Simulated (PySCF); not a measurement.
Atoms are numbered as in `[CH3:1][NH:2][C:3]([CH3:4])([CH3:5])[CH3:6]` (H(Xn): hydrogen on atom n).

Geometry: PBE0-D3(BJ)/def2-SVP; GIAO shifts from PySCF 2.14, gas phase, non-relativistic, averaged over equivalent atoms.

At OPBE/pcSseg-1 (167 basis functions, 31 s wall time on 1 thread of an Arm Neoverse V1, shared host):
```csv
atoms,δ (ppm)
C3,48.7
C1,30.1
C4/C5/C6,27.9
N2,64.5
H(C1),2.42
H(C4)/H(C5)/H(C6),1.03
H(N2),-0.38
```

δ = σ(ref) − σ, references computed at the same level: ¹³C (σ = 185.13 ppm) and ¹H (σ = 31.23 ppm) vs TMS; ¹⁵N (σ = 264.09 ppm) against NH3.

Estimate the result of repeating the calculation with BP86/pcSseg-1.

Results:


```csv
atoms,δ at BP86/pcSseg-1,change
C3,52.5,+3.8
C1,31.5,+1.4
C4/C5/C6,30.1,+2.2
N2,71.3,+6.8
H(C1),2.52,+0.10
H(C4)/H(C5)/H(C6),1.08,+0.05
H(N2),-0.43,-0.05
```

Chemical shifts δ = σref − σ; ¹³C (σ = 179.74 ppm) and ¹H (σ = 31.27 ppm) vs TMS; ¹⁵N (σ = 263.10 ppm) vs NH3, all at this level.

The largest change is at N2 (amine nitrogen). Cost: 167 basis functions, 31 s wall time on 1 thread of an Arm Neoverse V1, shared host. The order of the carbon signals is the same at both levels.

The carbons averaged at δ 27.9 differ by 8 ppm in this conformer. Experimental scales use liquid or dissolved standards, which lie at an offset from isolated NH3 (liquid NH3: subtract about 20 ppm).
